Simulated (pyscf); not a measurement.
## Addition across a multiple bond or ene-type step: `[CH2]=[C]=[CH2]` + `[FH]` → `[CH2]=[CH][CH2][F]`

Gas phase, singlet surface, charge 0. Bonds broken: F8–H9. Bonds formed: C1–F8, C2–H9. PySCF, gas phase, ωB97X-D3(BJ)/def2-SVP geometries. MP2 and CC: frozen core, UHF for open shells. ΔMP2 is the change of the MP2 total energy from the triple- to the quadruple-zeta basis.

Transition state (Å):

```xyz
9

C     -1.6723    -0.3127    -0.1467
C     -0.3985     0.2090    -0.3549
C      0.9031    -0.0375    -0.3581
H     -2.2112    -0.8456    -0.9382
H     -2.1152    -0.3647     0.8543
H      1.6244     0.7475    -0.6072
H      1.3113    -1.0262    -0.1146
F     -2.4373     1.3702    -0.5581
H     -1.2303     1.2832    -0.5990
```

One imaginary mode, 1955i cm⁻¹; descent along it reached the two sides named, in the forms told below.

```
bond   change  reactant side (Å)  saddle  product side
-----  ------  -----------------  ------  ------------
F8–H9  breaks              0.930   1.211           2.7
C1–F8   forms                3.2   1.894         1.382
C2–H9   forms              2.213   1.380         1.097
```

Electronic energies relative to the separated reactants (kcal/mol):

| level | barrier | reaction energy | reverse barrier |
|---|---|---|---|
| ωB97X-D3(BJ)/def2-TZVP | 49.8 | -27.1 | 76.9 |
| PBE/def2-TZVP | 42.1 | -22.7 | 64.8 |
| r²SCAN/def2-TZVP | 45.6 | -24.7 | 70.3 |
| B3LYP-D3(BJ)/def2-TZVP | 48.8 | -23.0 | 71.8 |
| PBE0-D3(BJ)/def2-TZVP | 47.5 | -26.3 | 73.8 |
| M06-2X/def2-TZVP | 53.8 | -24.6 | 78.3 |
| ωB97M-D3(BJ)/def2-TZVP | 50.1 | -24.2 | 74.2 |
| HF/def2-TZVP | 68.0 | -25.0 | 93.0 |
| MP2/def2-QZVPP | 54.6 | -21.6 | 76.2 |
| CCSD/def2-TZVPP | 58.1 | -22.8 | 81.0 |
| CCSD(T)/def2-TZVPP | 54.6 | -22.2 | 76.8 |
| CCSD(T)/def2-TZVPP + ΔMP2(QZVPP) | 54.4 | -21.9 | 76.3 |

With CCSD(T)/def2-TZVPP + ΔMP2(QZVPP) energies and thermal terms (ideal gas, 1 atm, RRHO with modes under 100 cm⁻¹ raised to 100, one conformer, R ln 2 for chiral ones without a mode under 150 cm⁻¹), in kcal/mol:

| T (K) | ΔH‡ | ΔG‡ | ΔH | ΔG |
|---|---|---|---|---|
| 298 | 52.9 | 62.2 | -18.1 | -8.6 |
| 600 | 52.5 | 71.8 | -18.9 | +1.4 |
| 900 | 52.7 | 81.4 | -18.8 | +11.5 |
| 1200 | 53.2 | 90.9 | -18.3 | +21.5 |

On the reactant side the descent ends in a complex, 5.1 kcal/mol under the separated species and 54.9 kcal/mol under the saddle at ωB97X-D3(BJ)/def2-TZVP. One saddle was located; it need not be the lowest between these sides. The CCSD(T) − MP2 part came from Ansatz, without density fitting, on the same reference.
